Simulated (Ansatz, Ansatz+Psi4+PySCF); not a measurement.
```yaml
atoms:
  - { symbol: N, position_ang: [0.0000, 0.0000, -1.2320] }
  - { symbol: N, position_ang: [0.0000, 0.0000, -0.0609] }
  - { symbol: O, position_ang: [0.0000, 0.0000, 1.1312] }
```

Basis set: cc-pVTZ (spherical functions). Frozen core: 3 orbitals. Charge 0, multiplicity 1.

Computed with Ansatz (development build ahead of 0.2.0); free ground-state atoms in the same class of orbitals, no zero-point energy, no relativity.

The atomization energy of singlet N2O from measured heats of formation, zero-point and thermal terms removed is 11.733 eV (G2/97 set, Curtiss et al., J. Chem. Phys. 106, 1063 (1997), as shipped with ASE); it holds spin-orbit and other relativistic effects.

How far do RHF-CCSD(T), RHF-CCSD, RHF-MP2 miss it in this basis?

```
     method  atomization energy (eV)  computed − measured (eV)
RHF-CCSD(T)                   10.922                    -0.811
   RHF-CCSD                   10.093                    -1.640
    RHF-MP2                   12.122                     0.389
```

Caution: large share of triples, a single reference is doubtful; unrestricted orbitals would lower the determinant.
